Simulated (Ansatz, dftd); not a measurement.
System: PH3, charge 0, singlet. PH3 (SMILES P).
B3LYP-D3(BJ)/def2-TZVP minimum from Ansatz (a program for electronic structure):
```xyz
4

P      0.0029     0.0016     0.1282
H     -0.0038     1.1839    -0.6561
H      1.0120    -0.6137    -0.6568
H     -1.0521    -0.5944    -0.6098
```

Property: atomisation energy (electronic, to ground-state atoms), in kcal/mol. Radicals and triplets start from unrestricted determinants; spin-orbit coupling is neglected. Correlated methods leave the cores frozen. Rows without X2C or -DK are non-relativistic. CBS(X,Y): correlation extrapolated as X^-3, Hartree-Fock from the larger set (Q,5: extrapolated as (X+1)exp(-9√X)). A bracket is a step between two methods taken in the basis named. Functionals run without relativity, which enters their misses. Double hybrids freeze cores in their MP2 part. '+ core + X2C': CCSD(T) terms for core correlation (cc-pwCVTZ, 1s frozen past Ne) and scalar relativity (cc-pVTZ-DK). Where a partner has so few electrons that a lower coupled-cluster level is exact, that level stands in.

Compared with CCSD(T)/CBS(cc-pV(Q+d)Z,cc-pV(5+d)Z) + [CCSDT(Q) - CCSD(T)]/cc-pV(Q+d)Z + [CCSDTQ - CCSDT(Q)]/cc-pV(D+d)Z + core + X2C (Ansatz): 241.8 kcal/mol.

Costs are rough ratios of core time, to one figure, on one kind of shared machine, summed over the single points of the molecules; atoms, geometries and frequencies are left out. The first row took roughly 1 core seconds; short runs hold start-up time.

```
level                                                     program  cost relative to the first row  difference (kcal/mol)
-------------------------------------------------  --------------  ------------------------------  ---------------------
B2PLYP-D3(BJ)/def2-TZVPD                           Ansatz + dftd3                               1                   -2.8
B2PLYP/def2-TZVPD                                          Ansatz                               1                   -3.5
r2SCAN/def2-TZVPD                                          Ansatz                               1                   -2.1
CCSD(T)/cc-pV(Q+d)Z                                        Ansatz                              10                   -2.4
CCSD(T)/CBS(cc-pV(T+d)Z,cc-pV(Q+d)Z) + core + X2C          Ansatz                              20                    0.4
CCSDT(Q)/cc-pV(T+d)Z                                       Ansatz                              40                   -6.9
CCSDT(Q)/cc-pV(Q+d)Z                                       Ansatz                             700                   -2.3
```

The dearest row costs roughly 700 times the first. Costs within a factor of two don't rank. The table holds for this case alone.
